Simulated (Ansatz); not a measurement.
**Nudged elastic band run: C$_{2}$H$_{3}$FO**

Input file:

```yaml
crystal:
  periodic: [false, false, false]
  atoms:
    - { symbol: O, position_ang: [-0.968362, 1.162959, -0.182127] }
    - { symbol: C, position_ang: [0.075884, 0.50069, 0.377303] }
    - { symbol: C, position_ang: [0.503729, -0.721863, 0.006783] }
    - { symbol: F, position_ang: [-0.138464, -1.376724, -1.001617] }
    - { symbol: H, position_ang: [-1.330642, 0.582121, -0.882387] }
    - { symbol: H, position_ang: [0.571363, 1.054472, 1.188751] }
    - { symbol: H, position_ang: [1.347692, -1.269655, 0.447494] }
basis:
  gaussian: { orbitals: def2-SVP }
hamiltonian:
  xc: pbe
neb:
  order_check: false
  images: 5
  f_tol: 0.05
  max_iterations: 60
  final_atoms:
    - { symbol: O, position_ang: [-1.09699608, 0.75800852, -0.55288225] }
    - { symbol: C, position_ang: [-0.02645592, 0.33252052, 0.17644365] }
    - { symbol: C, position_ang: [0.56968071, -0.86015114, -0.0178129] }
    - { symbol: F, position_ang: [0.15827516, -1.73644057, -0.95302114] }
    - { symbol: H, position_ang: [-1.35284277, 1.64132519, -0.23905217] }
    - { symbol: H, position_ang: [0.37589844, 0.99174343, 0.96446439] }
    - { symbol: H, position_ang: [1.43364046, -1.19500594, 0.57606041] }
  initial_path:
    images:
      - { positions_ang: [[-0.968362, 1.162959, -0.182127], [0.075884, 0.50069, 0.377303], [0.503729, -0.721863, 0.006783], [-0.138464, -1.376724, -1.001617], [-1.330642, 0.582121, -0.882387], [0.571363, 1.054472, 1.188751], [1.347692, -1.269655, 0.447494]] }
      - { positions_ang: [[-0.89055218, 1.13610123, -0.30221906], [0.08339782, 0.48420322, 0.32977975], [0.50698718, -0.73906062, -0.00829484], [-0.02185236, -1.39851996, -1.03282836], [-1.44753372, 0.69075938, -0.68456713], [0.51259917, 1.05480407, 1.15771623], [1.31815409, -1.29628733, 0.49461341]] }
      - { positions_ang: [[-0.81274237, 1.10924346, -0.42231113], [0.09091163, 0.46771644, 0.2822565], [0.51024537, -0.75625824, -0.02337268], [0.09475927, -1.42031591, -1.06403972], [-1.56442544, 0.79939777, -0.48674727], [0.45383535, 1.05513615, 1.12668147], [1.28861618, -1.32291966, 0.54173283]] }
      - { positions_ang: [[-0.73493255, 1.08238569, -0.54240319], [0.09842545, 0.45122966, 0.23473325], [0.51350355, -0.77345585, -0.03845053], [0.21137091, -1.44211187, -1.09525107], [-1.68131715, 0.90803615, -0.2889274], [0.39507152, 1.05546822, 1.0956467], [1.25907827, -1.349552, 0.58885224]] }
      - { positions_ang: [[-0.85562039, 0.97425997, -0.54589621], [0.05679833, 0.41165994, 0.21530339], [0.53222927, -0.80235428, -0.03157132], [0.19367233, -1.54022143, -1.04784109], [-1.57182569, 1.15246583, -0.27230232], [0.38868049, 1.03422662, 1.05191926], [1.31726567, -1.29803664, 0.5845883]] }
      - { positions_ang: [[-0.97630824, 0.86613424, -0.54938923], [0.0151712, 0.37209023, 0.19587352], [0.55095499, -0.83125271, -0.02469211], [0.17597375, -1.638331, -1.00043112], [-1.46233423, 1.39689551, -0.25567724], [0.38228947, 1.01298502, 1.00819183], [1.37545306, -1.24652129, 0.58032435]] }
      - { positions_ang: [[-1.09699608, 0.75800852, -0.55288225], [-0.02645592, 0.33252052, 0.17644365], [0.56968071, -0.86015114, -0.0178129], [0.15827516, -1.73644057, -0.95302114], [-1.35284277, 1.64132519, -0.23905217], [0.37589844, 0.99174343, 0.96446439], [1.43364046, -1.19500594, 0.57606041]] }
```

Command:

```bash
$ ansatz run input.yaml --threads 1 --pin off --max-ram 2048MiB --backend cpu --events-out ev --progress --plain --runs-dir out
```

Output, in part (warnings, iteration lines, the closing report on the highest movable image, with atoms numbered from 0):

```
NEB end point (image 0): max|allowed force component| = 1.500e-2 eV/Å (the criterion of neb.relax_end_points is 1.000e-2)
NEB end point (image 6): max|allowed force component| = 1.037e-2 eV/Å (the criterion of neb.relax_end_points is 1.000e-2)
NEB iter   1: max|band force component| = 1.464e1 eV/Å  barrier→ = 1.8390 eV  barrier← = 1.6679 eV  Δτ_max = 0.1370 Å  (177 SCF iters)
NEB iter   2: max|band force component| = 1.821e0 eV/Å  barrier→ = 0.3539 eV  barrier← = 0.1828 eV  Δτ_max = 0.0580 Å  (157 SCF iters)
NEB iter   3: max|band force component| = 1.021e0 eV/Å  barrier→ = 0.3134 eV  barrier← = 0.1423 eV  Δτ_max = 0.1156 Å  (145 SCF iters)
NEB iter   4: max|band force component| = 7.386e-1 eV/Å  barrier→ = 0.2970 eV  barrier← = 0.1259 eV  Δτ_max = 0.0606 Å  (145 SCF iters)
NEB iter   5: max|band force component| = 1.717e-1 eV/Å  barrier→ = 0.2941 eV  barrier← = 0.1230 eV  CI = image 3  Δτ_max = 0.0118 Å  (144 SCF iters)
NEB iter   6: max|band force component| = 6.274e-2 eV/Å  barrier→ = 0.2936 eV  barrier← = 0.1225 eV  CI = image 3  Δτ_max = 0.0036 Å  (155 SCF iters)
NEB iter   7: max|band force component| = 1.958e-2 eV/Å  barrier→ = 0.2935 eV  barrier← = 0.1224 eV  CI = image 3  Δτ_max = 0.0000 Å  (258 SCF iters)
Total energy: -6872.76140184 eV, -252.5693229925 hartree
Atom 0 at    -0.782217     1.133350    -0.586004 Å, force    -0.000512     0.002182     0.003329 eV/Å
Atom 1 at     0.073784     0.449533     0.240210 Å, force     0.000515    -0.001182     0.001117 eV/Å
Atom 2 at     0.554466    -0.778029    -0.030010 Å, force    -0.001203    -0.009428    -0.008246 eV/Å
Atom 3 at     0.175951    -1.490255    -1.102308 Å, force     0.002174     0.000593     0.003031 eV/Å
Atom 4 at    -1.700522     0.937059    -0.322764 Å, force     0.000529     0.001053    -0.000630 eV/Å
Atom 5 at     0.445544     0.968428     1.145967 Å, force    -0.000292     0.001115    -0.000588 eV/Å
Atom 6 at     1.294193    -1.288086     0.609108 Å, force    -0.001211     0.005667     0.001987 eV/Å
Dipole moment:    -0.140925    -0.021458     0.371743 e Å
```

The forces met the threshold. A vibrational analysis at the climbing image gives one clearly imaginary mode, 397i cm⁻¹: a first-order saddle point.

Final band (atoms are numbered from 1 in the order of the input):

```json
{"image": "0", "path coordinate (Å)": "0.00", "energy (eV)": "0.000", "dihedral H5–O1–C2–C3 (°)": "0"}
{"image": "1", "path coordinate (Å)": "0.35", "energy (eV)": "0.073", "dihedral H5–O1–C2–C3 (°)": "25"}
{"image": "2", "path coordinate (Å)": "0.71", "energy (eV)": "0.224", "dihedral H5–O1–C2–C3 (°)": "58"}
{"image": "3", "path coordinate (Å)": "1.06", "energy (eV)": "0.294", "dihedral H5–O1–C2–C3 (°)": "92"}
{"image": "4", "path coordinate (Å)": "1.41", "energy (eV)": "0.252", "dihedral H5–O1–C2–C3 (°)": "122"}
{"image": "5", "path coordinate (Å)": "1.75", "energy (eV)": "0.193", "dihedral H5–O1–C2–C3 (°)": "150"}
{"image": "6", "path coordinate (Å)": "2.10", "energy (eV)": "0.171", "dihedral H5–O1–C2–C3 (°)": "-180"}
```

Run time: 58 s on 1 CPU thread of a shared host.
